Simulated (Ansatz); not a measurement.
# SiCN (sextet): wave-function methods side by side, cc-pVDZ

Aim: climb from Hartree-Fock through coupled cluster for SiCN (sextet) at one geometry and basis, and see what each rung misses.

Program: Ansatz 0.2.0, Gaussian basis. Level of theory: cc-pVDZ, core rule «outside noble gas», up to 7 orbitals frozen. These are calculated values, not measurements.

Plan: UHF; CCSD(T) on ROHF; CCSD(T) on UHF; BCCD(T) on ROHF; CISD as a restricted active space (open shells left free, so some higher excitations enter); CCSDT(Q) on ROHF; CCSDT(Q) on UHF.

23 further runs of the same task are left out: 8 for a known fault of the program, 4 that didn't finish, 11 set aside as unsound or not needed. Runs told in other sessions of the task aren't counted.

### 1 The geometry

The geometry is a PBE0/def2-TZVP stationary point (not a proven minimum) of the parent state, kept for this charge and spin.

3 atoms, charge 0, spin multiplicity 6.

Atoms are counted from 1 here; the program's logs count them from 0.

Bond lengths: C1–N2 1.181 Å, N2–Si3 1.708 Å. Angles: C1–N2–Si3 180.0°.

### 2 UHF

Input file in.yaml:

```yaml
crystal:
  periodic: [false, false, false]
  atoms:
    - {symbol: C, position_ang: [0.000000, 0.000000, -1.356800]}
    - {symbol: N, position_ang: [0.000000, 0.000000, -0.175700]}
    - {symbol: Si, position_ang: [0.000000, 0.000000, 1.532500]}
basis:
  gaussian: {orbitals: cc-pVDZ}
magnetization: {spin_polarized: true, initial_magnetization: 5}
hamiltonian: {xc: hf}
output: {orbitals: {seedname: orbitals}}
```

The run is started by

```console
$ ansatz run in.yaml --threads 1 --pin off --events-out ev --progress --plain --max-ram 2393MiB
```

After this run come: CCSD(T) on ROHF; CCSD(T) on UHF; BCCD(T) on ROHF; CISD as a restricted active space (open shells left free, so some higher excitations enter); CCSDT(Q) on ROHF; CCSDT(Q) on UHF.

**Question.** What will the summary of the whole plan be? Wanted: UCCSDT(Q) from the RHF energy; RMP2 from UCCSDT(Q); UMP2 from UCCSDT(Q); RCCSD from UCCSDT(Q); RCCSD(T) from UCCSDT(Q); UCCSD(T) from UCCSDT(Q); RCCSDT(Q) from UCCSDT(Q); T1 diagnostic.

As calculated:

| quantity | value |
| --- | --- |
| UCCSDT(Q) from the ROHF energy | -8.2354 eV |
| RMP2 from UCCSDT(Q) | +902.3 meV |
| UMP2 from UCCSDT(Q) | +1085.5 meV |
| RCCSD from UCCSDT(Q) | +350.0 meV |
| RCCSD(T) from UCCSDT(Q) | +55.4 meV |
| UCCSD(T) from UCCSDT(Q) | +59.7 meV |
| RCCSDT(Q) from UCCSDT(Q) | +2.8 meV |
| levels within 1 kcal/mol (43 meV) | RCCSDT, UCCSDT, RCCSDT(Q) |
| T1 diagnostic | 0.034 |

In words: RCCSD(T) misses by +55.4 meV, 0.7 % of the correlation energy. These misses are within one basis, not against nature; the frozen cores of restricted and unrestricted runs differ, which can shift their rows.

With open shells the CI space here admits some higher excitations, so it is larger than plain CISD.
